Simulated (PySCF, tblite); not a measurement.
Isomers of C4H7OS (doublet state). Calculated harmonic vibrations of the isolated species, GFN2-xTB (tblite), most abundant isotopes, no scaling. Against measured fundamentals such values can be off by several per cent, at times by over 20. Modes of hydrogen on sulfur can be 10 to 20 % off. One conformer each. Open shells enter through the occupations alone, without spin polarisation, and single modes of such species can be off by tens of per cent.

Electronic energies: B3LYP/pcH-1 single points on the GFN2-xTB geometries (PySCF, gas phase).

```csv
SMILES,"electronic energy, lowest = 0 (kJ/mol)"
[CH2]CC(=S)OC,155.6
[CH2]S[C@@H]1CCO1,188.4
CCOC[C]=S,148.3
[H]/[C]=C\OCCS,244.9
C[C](S)C(C)=O,0.0
```

Question: How do GFN2-xTB zero-point energies change the relative energies?

Answer: 
```json
{"SMILES": "C[C](S)C(C)=O", "ZPE (kJ/mol)": "254.2", "of it from modes above 1550 cm⁻¹": "132.0", "electronic (kJ/mol)": "0.0", "with ZPE, lowest = 0 (kJ/mol)": "0.0", "lowest mode (cm⁻¹)": "94", "rings": "0"}
{"SMILES": "CCOC[C]=S", "ZPE (kJ/mol)": "262.5", "of it from modes above 1550 cm⁻¹": "122.3", "electronic (kJ/mol)": "148.3", "with ZPE, lowest = 0 (kJ/mol)": "156.5", "lowest mode (cm⁻¹)": "66", "rings": "0"}
{"SMILES": "[CH2]CC(=S)OC", "ZPE (kJ/mol)": "254.2", "of it from modes above 1550 cm⁻¹": "125.2", "electronic (kJ/mol)": "155.6", "with ZPE, lowest = 0 (kJ/mol)": "155.6", "lowest mode (cm⁻¹)": "58", "rings": "0"}
{"SMILES": "[CH2]S[C@@H]1CCO1", "ZPE (kJ/mol)": "261.0", "of it from modes above 1550 cm⁻¹": "126.9", "electronic (kJ/mol)": "188.4", "with ZPE, lowest = 0 (kJ/mol)": "195.2", "lowest mode (cm⁻¹)": "36", "rings": "1"}
{"SMILES": "[H]/[C]=C\\OCCS", "ZPE (kJ/mol)": "249.5", "of it from modes above 1550 cm⁻¹": "132.1", "electronic (kJ/mol)": "244.9", "with ZPE, lowest = 0 (kJ/mol)": "240.2", "lowest mode (cm⁻¹)": "47", "rings": "0"}
```

The zero-point energies span 13.0 kJ/mol, from `[H]/[C]=C\OCCS` to `CCOC[C]=S`. The lowest isomer stays, but the order above it changes.

Question: And how do the electronic energies of GFN2-xTB itself compare?

Answer: `C[C](S)C(C)=O` 0.0; `CCOC[C]=S` 132.0; `[CH2]CC(=S)OC` 142.2; `[CH2]S[C@@H]1CCO1` 134.0; `[H]/[C]=C\OCCS` 239.6 kJ/mol, lowest = 0. Against the energies above, taken from the same isomer `C[C](S)C(C)=O`, the largest difference is 54.4 kJ/mol.

Question: What do entropy and thermal enthalpy add at 298.15 K and 1 bar (rigid rotor, harmonic oscillator, one conformer each)?

Answer: 
| SMILES | point group | symmetry number | S (J/(mol K)) | H − H(0) (kJ/mol) | ZPE + H − H(0) − TS (kJ/mol) |
| --- | --- | --- | --- | --- | --- |
| C[C](S)C(C)=O | Cs | 1 | 370.2 | 23.61 | 167.5 |
| CCOC[C]=S | Cs | 1 | 374.1 | 22.75 | 173.7 |
| [CH2]CC(=S)OC | C1 | 1 | 375.0 | 23.72 | 166.2 |
| [CH2]S[C@@H]1CCO1 | C1 | 1 | 359.9 | 21.26 | 175.0 |
| [H]/[C]=C\OCCS | C1 | 1 | 375.7 | 23.41 | 160.9 |

S holds R ln(2S + 1) for the spin.
